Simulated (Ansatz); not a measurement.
# CH₃NSi: single points off equilibrium

The task here is to estimate one member of a computed series from the others.

Method: single points in def2-TZVPP; program: Ansatz 0.2.0, Gaussian basis.

Cores are frozen in the correlated methods. B3LYP uses VWN-RPA correlation.

**The starting structure**

SMILES `C1=[SiH]N1`, 6 atoms, charge 0, spin multiplicity 1.

Atoms are counted from 1 here; the program's logs count them from 0.

Bond lengths: C1–Si2 1.787 Å, C1–N3 1.658 Å, C1–H4 1.071 Å, Si2–N3 1.756 Å, Si2–H5 1.476 Å, N3–H6 1.008 Å. Angles: Si2–C1–N3 61.2°, Si2–C1–H4 110.2°, N3–C1–H4 102.1°, C1–Si2–N3 55.8°, C1–Si2–H5 167.5°, N3–Si2–H5 122.6°, C1–N3–Si2 63.1°, C1–N3–H6 110.7°, Si2–N3–H6 120.8°.

As a file:

| atom | x (Å) | y (Å) | z (Å) |
| --- | --- | --- | --- |
| C1 | -0.5915 | -0.9658 | 0.0062 |
| Si2 | 0.6163 | 0.1128 | -0.7499 |
| N3 | -0.2638 | 0.4934 | 0.7212 |
| H4 | -1.5592 | -0.7940 | -0.4195 |
| H5 | 1.8174 | 0.8592 | -1.1726 |
| H6 | 0.1602 | 0.3588 | 1.6258 |

Set-up of the first run:

Input file run/in.yaml:

```yaml
crystal:
  periodic: [false, false, false]
  atoms:
    - {symbol: C, position_ang: [-0.591500, -0.965800, 0.006200]}
    - {symbol: Si, position_ang: [0.616300, 0.112800, -0.749900]}
    - {symbol: N, position_ang: [-0.263800, 0.493400, 0.721200]}
    - {symbol: H, position_ang: [-1.559200, -0.794000, -0.419500]}
    - {symbol: H, position_ang: [1.817400, 0.859200, -1.172600]}
    - {symbol: H, position_ang: [0.160200, 0.358800, 1.625800]}
basis:
  gaussian: {orbitals: def2-TZVPP}
correlation: {method: ccsd_t}
output: {forces: true}
```

No record of the launch command was kept for these runs.

Among the steps run: CCSD(T)/def2-TZVPP; PBE0-D4/def2-TZVPP; wB97M-V/def2-TZVPP; r2SCAN-D4/def2-TZVPP; PBE-D4/def2-TZVPP; r2SCAN0-D4/def2-TZVPP; B3LYP-D4/def2-TZVPP.

One table of the session follows, with a row left open; its other results are not shown here.

| method | RMS force component (eV/Å) | angle to CCSD(T) forces (°) | dipole (D) |
| --- | --- | --- | --- |
| CCSD(T) | 0.600 | reference | 2.80 |
| PBE0-D4 | ? | ? | ? |
| wB97M-V | 0.794 | 17.6 | 3.36 |
| r2SCAN-D4 | 0.733 | 11.6 | 3.03 |
| PBE-D4 | 0.691 | 14.7 | 2.87 |
| r2SCAN0-D4 | 0.846 | 18.8 | 3.27 |
| B3LYP-D4 | 0.690 | 12.2 | 3.14 |

**Question.** Estimate the row for PBE0-D4.

As computed: RMS force component (eV/Å): 0.814; angle to CCSD(T) forces (°): 15.4; dipole (D): 3.17. In the column «RMS force component (eV/Å)» it lies between wB97M-V (0.794) and r2SCAN0-D4 (0.846).
